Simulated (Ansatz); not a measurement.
in.yaml

```yaml
crystal:
  periodic: [false, false, false]
  atoms:
    - {symbol: Ga, position_ang: [0.000000, 0.025145, 0.002347]}
    - {symbol: H, position_ang: [0.000000, -2.047446, 0.002347]}
    - {symbol: H, position_ang: [0.000000, 0.160796, -1.694238]}
    - {symbol: H, position_ang: [0.000000, 0.147250, 1.529517]}
basis:
  gaussian: {orbitals: cc-pVDZ}
total_charge: 1
magnetization: {spin_polarized: false, initial_magnetization: 1}
correlation: {method: fci, electrons: outside_noble_gas}
```

```sh
$ ansatz run in.yaml --threads 1 --pin off --events-out ev --progress --plain --max-ram 2393MiB
```

Log:

```
817 factors; integrals over basis functions are off by at most 1.9e-7 eV
mean field evaluation 1: about -52369.5088 eV, gradient 8.0e0 eV
mean field evaluation 2: about -52369.5179 eV, gradient 8.0e0 eV
mean field evaluation 4: about -52370.4115 eV, gradient 5.7e-1 eV
mean field evaluation 8: about -52370.4134 eV, gradient 4.3e-4 eV
mean field -52370.41343030 eV, -1924.5771956224 hartree, gradient 2.9e-6 eV, S^2 0.750000; 0 other end points of the search recorded, 0 dependent functions left out
mean field evaluation 16: about -52370.4223 eV, gradient 6.2e-1 eV
14 core orbitals not correlated: weight in the atoms' cores, before any rotation towards them, 0.998 or more for the frozen orbitals, at most 0.001 for the correlated occupied ones
reference -52370.41343030 eV, -1924.5771956224 hartree; 3, 2 occupied and 25, 26 virtual orbitals, 817 factors
state -52372.40617574 eV, -1924.6504276666 hartree
Total energy: -52372.40617574 eV, -1924.6504276666 hartree
```

Ran on 1 thread of Arm Neoverse V1, shared host: 4.3 s wall, 0.12 GiB peak host memory.
